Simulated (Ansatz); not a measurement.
Molecule: BeH, net charge 1, singlet state. 
Coordinates optimised at B3LYP-D3(BJ)/def2-TZVP (Ansatz, a first-principles code):
```
Be
H 1 1.3221
```
Charge +1, spin multiplicity 1.

Basis-set convergence of Hartree-Fock and CCSD(T) correlation energies (hartree) with Ansatz. Cores are frozen in the correlated levels unless marked. Spin-orbit coupling is left out. No relativistic terms.

```tsv
basis	functions	E(HF)	E(corr, CCSD(T))
def2-SVPD	20	-14.83634	-0.03179
def2-TZVPPD	39	-14.85215	-0.03720
def2-QZVPPD	69	-14.85380	-0.03933
```

Extrapolating the two largest sets (X = 3 and 4) as X^-3: E(corr) = (64·(-0.03933) - 27·(-0.03720))/37 = -0.0409 Eh, an estimate of the basis-set limit. The largest set recovers 96.2 % of it, the smallest 77.7 %.
